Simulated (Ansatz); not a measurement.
CH7BSi, singlet: at the end structure of a reaction step.

Input (in.yaml):

```yaml
crystal:
  periodic: [false, false, false]
  atoms:
    - {symbol: B, position_ang: [-0.428667, 0.398397, 1.031909]}
    - {symbol: Si, position_ang: [1.264304, 0.014640, 0.248162]}
    - {symbol: C, position_ang: [-0.678665, -0.176184, -0.599484]}
    - {symbol: H, position_ang: [0.092158, -0.491100, -1.348342]}
    - {symbol: H, position_ang: [-0.708954, 1.556649, 1.130172]}
    - {symbol: H, position_ang: [-0.823421, -0.394774, 1.835050]}
    - {symbol: H, position_ang: [1.950025, 0.883504, -0.748660]}
    - {symbol: H, position_ang: [1.815834, -1.356329, 0.061494]}
    - {symbol: H, position_ang: [-1.291207, -1.068091, -0.498416]}
    - {symbol: H, position_ang: [-1.191507, 0.633387, -1.111986]}
basis:
  gaussian: {orbitals: def2-TZVPP}
hamiltonian: {xc: {name: wB97X-V}}
```

Run by:

```bash
ansatz run in.yaml --threads 2 --pin off --events-out ev --progress --plain --max-ram 4352MiB
```

The run's output (Ansatz 0.2.0):

```
Functional definition: wB97X-V
  name "wB97X-V"
  cite "Mardirossian & Head-Gordon, Phys. Chem. Chem. Phys. 16, 9904 (2014) doi:10.1039/C3CP54374A"
  cite "Becke, J. Chem. Phys. 107, 8554 (1997) doi:10.1063/1.475007"
  cite "Vydrov & Van Voorhis, J. Chem. Phys. 133, 244103 (2010) doi:10.1063/1.3521275"
  parameter omega = 0.3/bohr
  parameter cx = 0.167
  parameter cx1 = 0.603
  parameter cx2 = 1.194
  parameter css0 = 0.556
  parameter css1 = -0.257
  parameter cos0 = 1.219
  parameter cos1 = -1.850
  parameter b = 6.0
  parameter c = 0.01
  exchange = spin_sum(e_x_unif_sr(omega)*poly(b97_u_x, 1 - cx, cx1, cx2)) + cx*exact_x_sr(omega) + exact_x_lr(omega)
  correlation = spin_sum(e_c_pw_same_spin*poly(b97_u_same, css0, css1))
      + integral(e_c_pw_opposite_spin*poly(b97_u_opposite, cos0, cos1)) + vv10(b, c)
1053 factors; their error is unknown
284 factors; integrals over basis functions are off by at most 1.0e-5 eV
mean field evaluation 1: about -9699.2344 eV, gradient 3.6e1 eV
mean field evaluation 2: about -9700.4976 eV, gradient 2.9e1 eV
mean field evaluation 4: about -9702.6524 eV, gradient 6.3e-1 eV
mean field evaluation 8: about -9702.6591 eV, gradient 3.7e-1 eV
mean field evaluation 16: about -9702.6593 eV, gradient 7.1e-5 eV
mean field -9702.65934144 eV, -356.5661540993 hartree, gradient 7.1e-5 eV, S^2 0.000000; 0 other end points of the search recorded, 0 dependent functions left out
reference -9702.65933927 eV, -356.5661540193 hartree; 16, 16 occupied and 186, 186 virtual orbitals, 1053 factors
Total energy: -9702.65933927 eV, -356.5661540193 hartree
```

The lines “mean field evaluation” count trial sets of orbitals through the whole run, from several starts and some on an approximate energy, so they need not fall steadily or lie above the final value.

The run took about 8.5 s on 2 CPU threads of an Arm Neoverse V1 (shared host).
